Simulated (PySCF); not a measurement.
## The potential of point charges around `CC[NH2+]C`

Species: `CC[NH2+]C`, charge +1. Coordinates (GFN2-xTB, Å) and charges (e) from the PBE0/pcSseg-1 density (PySCF):

| atom | x | y | z | Mulliken | IAO | Hirshfeld | ESP-fitted |
| --- | --- | --- | --- | --- | --- | --- | --- |
| C1 | -1.898 | 0.170 | 0.032 | -0.2917 | -0.4403 | -0.0976 | -0.4514 |
| C2 | -0.499 | 0.175 | -0.554 | -0.1589 | -0.1605 | +0.0242 | +0.1610 |
| N3 | 0.506 | -0.163 | 0.495 | -0.3443 | -0.1762 | +0.0525 | -0.1367 |
| C4 | 1.900 | -0.181 | 0.010 | -0.1430 | -0.3305 | -0.0120 | -0.2524 |
| H5 | -2.162 | -0.809 | 0.425 | +0.1473 | +0.1615 | +0.0626 | +0.1372 |
| H6 | -2.002 | 0.909 | 0.823 | +0.1474 | +0.1616 | +0.0626 | +0.1362 |
| H7 | -2.616 | 0.416 | -0.744 | +0.1808 | +0.1954 | +0.0837 | +0.1872 |
| H8 | -0.415 | -0.560 | -1.356 | +0.1865 | +0.1804 | +0.0800 | +0.0756 |
| H9 | -0.254 | 1.160 | -0.955 | +0.1865 | +0.1804 | +0.0800 | +0.0787 |
| H10 | 0.417 | 0.518 | 1.261 | +0.2723 | +0.3236 | +0.1980 | +0.2979 |
| H11 | 0.267 | -1.084 | 0.887 | +0.2723 | +0.3236 | +0.1980 | +0.3003 |
| H12 | 2.169 | 0.797 | -0.385 | +0.1812 | +0.1928 | +0.0887 | +0.1546 |
| H13 | 2.009 | -0.918 | -0.783 | +0.1812 | +0.1928 | +0.0887 | +0.1537 |
| H14 | 2.580 | -0.432 | 0.821 | +0.1825 | +0.1953 | +0.0906 | +0.1580 |

Points outside the species (Å): A (4.7, 3.1, -1.2); B (-1.8, -2.4, 3.5); C (3.5, -4.6, -4.1); D (0.3, -0.3, -6.3); E (-8.0, 3.6, -4.0).

Find the potential V = 14.3996 V·Å × Σ q/r of each set of charges at these points.

In volts:

| point | nearest atom | distance (Å) | Mulliken | IAO | Hirshfeld | ESP-fitted |
| --- | --- | --- | --- | --- | --- | --- |
| A | H12 | 3.52 | +2.678 | +2.632 | +2.616 | +2.604 |
| B | H5 | 3.48 | +2.969 | +3.115 | +3.111 | +3.144 |
| C | H13 | 5.18 | +2.073 | +2.054 | +2.050 | +2.042 |
| D | H8 | 5.00 | +2.216 | +2.169 | +2.174 | +2.166 |
| E | H7 | 7.05 | +1.466 | +1.439 | +1.443 | +1.444 |

How far are the other sets from the ESP-fitted one at these points?

Root-mean-square difference: Hirshfeld 0.017 V, IAO 0.019 V, Mulliken 0.089 V. The ESP scheme is a least-squares fit of atom-centred charges to the potential on four shells outside the van der Waals surface, with the total charge fixed.

What energy would a point charge of -1 e have at B in the field of the ESP charges, leaving out polarisation?

-3.144 eV = -303.3 kJ/mol, an attraction. The total charge alone, placed at the mean of the coordinates, would give -3.123 eV.

The structure is a single GFN2-xTB conformer in the gas phase; no vibrational or solvent corrections.

The run behind these numbers computed NMR shieldings as well. Time: 8.7 s. Hardware: one thread, Arm Neoverse V1, on a shared host.

The values belong to the conformer `[CH3:1][CH2:2][NH2+:3][CH3:4]`: C1–C2–N3–C4 180°.
